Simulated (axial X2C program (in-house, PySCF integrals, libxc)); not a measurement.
## Outer orbitals of PH at 1.433 Å, PBE0

All values were computed with an axial X2C code built on PySCF integrals. Spin-free means the one-electron spin-free X2C Hamiltonian; two-component (2c) means X2C with spin–orbit coupling and atomic mean-field two-electron Coulomb and Gaunt terms, so the difference of the two also holds small scalar two-electron terms. Basis: P dyall-v3z [8s7p2d1f], H dyall-v3z [6s2p1d] (cores contracted in-house); Gaussian nuclei, density fitting, unrestricted open shells. Masses: P 30.974 u, H 1.008 u.

The distance is close to the 2c PBE0 minimum; the highest filled and lowest empty levels are listed.

Spin-free orbitals, state M_S = 1, Λ = 0 (beyond evenly filled blocks: π+α, π-α) (Löwdin shares):

```
symmetry  occupied  ε (eV)           atomic character
      σα       yes  -17.57   67% P s, 26% H s, 6% H p
      σβ       yes  -15.51   58% P s, 34% H s, 5% H p
      σα       yes   -9.80  57% P p, 26% H s, 13% P s
      σβ       yes   -9.09  56% P p, 21% H s, 20% P s
     π+α       yes   -7.39            95% P p, 4% H p
     π-α       yes   -7.39            95% P p, 4% H p
     π-β        no   -2.86            95% P p, 5% H p
     π+β        no   -2.86            95% P p, 5% H p
      σα        no    0.46  49% H s, 17% H p, 15% P p
      σβ        no    0.88  54% H s, 18% H p, 12% P p
```

Spinors with spin–orbit coupling (state Ω = 1):

```tsv
ω	occupied	ε (eV)	atomic character	λ mixture
1/2	yes	-17.57	67% P s, 26% H s, 6% H p	100% σ
-1/2	yes	-15.51	58% P s, 34% H s, 5% H p	100% σ
1/2	yes	-9.80	57% P p, 26% H s, 13% P s	100% σ
-1/2	yes	-9.09	56% P p, 21% H s, 20% P s	100% σ
-1/2	yes	-7.41	95% P p, 4% H p	100% π
3/2	yes	-7.38	95% P p, 4% H p	100% π
1/2	no	-2.87	95% P p, 5% H p	100% π
-3/2	no	-2.84	95% P p, 5% H p	100% π
1/2	no	0.46	49% H s, 17% H p, 15% P p	100% σ
-1/2	no	0.88	54% H s, 18% H p, 12% P p	100% σ
```

Mulliken charges and populations of the two-component result (they depend on the basis, above all on diffuse functions):

P -0.01 e (s 5.90 p 9.06 d 0.05), H 0.01 e (s 0.95 p 0.03). ⟨Lz⟩ = 0.00 ħ and ⟨Sz⟩ = 1.00 ħ (1.03 and -0.03 on the two atoms), which add up to Ω.

The state is a single determinant with fixed occupations, the lowest that a limited PBE0 search found. Density functionals use the spin component along the axis (collinear). With several unpaired electrons one determinant need not be a pure state. Open-shell Ω = 0 determinants with evenly filled partner blocks cannot be reached by this program, so the Ω shown need not be the lowest component. This is the Ω = 1 component of a π² triplet; the 0⁺ component is not one determinant and can lie lowest.
